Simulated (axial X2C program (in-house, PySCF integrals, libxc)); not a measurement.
# Linear SBS²⁺ at several levels

The task here is to estimate one member of a computed series from the others.

Computed with an in-house X2C program for linear molecules on PySCF integrals. Level: all-electron X2C, two-component (2c) or spin-free, S dyall-av3z, B dyall-v3z.

All values are calculated.

2 further runs of the same task are left out: 2 set aside as unsound or not needed.

The first run:

Contents of task.json:

```json
{"zs": [16, 5, 16], "q": 2, "bas": ["dyall-av3z", "dyall-v3z", "dyall-av3z"], "r0": [1.72, 1.72], "symm": 1, "scan": ["PBE0", "HF", "BHandHLYP"], "levels": ["PBE0", "HF", "TPSSh"], "nst": 2}
```

Keys: zs atomic numbers; q charge; bas basis sets; r0 starting distance in Å; symm equal bonds; scan levels of the two-bond scan; levels methods; nst determinants followed.

Started as:

```console
$ python solin.py task.json out
```

Masses S 31.972, B 11.009, S 31.972 u.

Among the steps run: Scan at PBE0, 2c; Scan at BHandHLYP, 2c; Scan at PBE0, spin-free.

One of the session's tables, all rows but one given; the rest of the session is left out.

```
               level  lower stretch (cm⁻¹)  upper stretch (cm⁻¹)
            PBE0, 2c                 455.0                 817.5
       BHandHLYP, 2c                 461.1                 706.4
     PBE0, spin-free                     ?                     ?
BHandHLYP, spin-free                 461.1                 712.6
```

**Question.** Estimate the row for PBE0, spin-free.

The run gave: lower stretch (cm⁻¹): 455.1; upper stretch (cm⁻¹): 820.3. In the column «lower stretch (cm⁻¹)» it lies between PBE0, 2c (455.0) and BHandHLYP, 2c (461.1).

Scans not shown above were run alike.

Caveats from the session: A multiply charged ion may be only metastable. The molecule was held linear; bending was not examined, so a bent shape may lie lower. Note: functional without a current term on a determinant with orbital currents, of the molecule or an atom.
